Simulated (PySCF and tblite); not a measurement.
Results of a calculation; reference values are marked as such.
System: C₃H₃FS, numbered as in [CH2:1]=[C:2]([F:3])[CH:4]=[S:5].

For the rotation about the C2–C4 bond (torsion C1–C2–C4–S5 from 0° to 180°, rising): electronic barrier 9.30 kcal/mol, zero-point change -0.37 kcal/mol, thermal and entropy terms at 200 K a further 0.14 kcal/mol (symmetry numbers apart). The minimum is Cs, the saddle C1. Level: B3LYP/pcSseg-1 + D3(BJ) on GFN2-xTB stationary points, with GFN2-xTB thermal terms. Rates follow Eyring's equation with the number of equivalent paths and no tunnelling. (PySCF 2.14 with density fitting, tblite 0.8.)

(1) How many equivalent paths lead out of the minimum?

(2) Work out the rate at 200 K.

Answers

(1) 2: the symmetry number of the minimum is 1, that of the saddle displaced along its mode 1, and the displaced saddle is chiral while the minimum is not, which doubles the count.

(2) ΔG‡ = 9.07 kcal/mol; k_B T/h = 4.2×10¹² s⁻¹; exp(−ΔG‡/RT) = 1.2×10⁻¹⁰; times 2 gives k = 1020 s⁻¹. Wigner's tunnelling factor for the 146i cm⁻¹ mode would be 1.05.
